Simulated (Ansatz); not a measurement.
Geometry optimisation, RKS PBE0-D4/def2-SVP (Ansatz 0.2.0).

Input:

```yaml
crystal:
  periodic: [false, false, false]
  atoms:
    - { symbol: B, position_ang: [0.0, 0.0, 0.0] }
    - { symbol: C, position_ang: [0.0, 0.0, 1.95] }
    - { symbol: H, position_ang: [-0.9996, -0.3092, 2.3205] }
    - { symbol: H, position_ang: [0.7676, -0.7111, 2.3205] }
    - { symbol: H, position_ang: [0.232, 1.0203, 2.3205] }
    - { symbol: H, position_ang: [1.0305, 0.0, -0.595] }
    - { symbol: H, position_ang: [-1.0305, 0.0, -0.595] }
    - { symbol: Cl, position_ang: [-0.2766, -2.0311, 0.6811] }
    - { symbol: H, position_ang: [-0.1574, -1.1557, 1.757] }
basis:
  gaussian: { orbitals: def2-SVP }
hamiltonian:
  xc: pbe0
  dispersion: d4
relax:
  f_tol: 0.15
  max_steps: 25
  restrain:
    - { distance: [0, 7], at: 3.06, k: 30.0 }
    - { distance: [8, 1], at: 2.31, k: 30.0 }
    - { distance: [0, 1], at: 1.6, k: 30.0 }
    - { distance: [8, 7], at: 1.37, k: 30.0 }
```

Launched with:

```bash
$ ansatz run input.yaml --threads 1 --pin off --max-ram 2048MiB --backend cpu --events-out ev --progress --plain --runs-dir out
```

Task: Where does it end, and by what steps?

Result: It converged. The restraints hold the end off the free minimum; the threshold counts their pulls, which the force column leaves out. Restrained pairs: B1–Cl8 (2.16 → 3.06 Å), C2–H9 (1.18 → 2.31 Å), B1–C2 (1.95 → 1.59 Å), Cl8–H9 (1.39 → 1.33 Å). After 8 steps the energy has fallen by 3.035 eV (the restraints' own energy left out); H9 moved furthest, 0.92 Å.

```
step  energy less start (eV)  largest force component (eV/Å)  accepted
   0                  0.0000                           6.330       yes
   1                 -1.2058                           2.567       yes
   2                 -1.4056                           5.922       yes
   3                 -1.7225                           5.317       yes
   4                 -2.4979                           3.289       yes
   5                 -2.9226                           0.816       yes
   6                 -2.8495                           1.023        no
   7                 -3.0250                           0.844       yes
   8                 -3.0352                           1.009       yes
```

```xyz
9
Properties=species:S:1:pos:R:3
B 0.018 0.154 0.235
C 0.027 0.229 1.819
H -0.928 -0.019 2.306
H 0.862 -0.308 2.295
H 0.210 1.299 2.046
H 1.060 0.085 -0.375
H -1.008 0.288 -0.390
Cl -0.359 -2.860 0.582
H -0.314 -2.053 1.642
```

Time of the run: 21 s on 1 thread of Arm Neoverse V2, with other jobs on the host, peak memory 0.14 GiB.
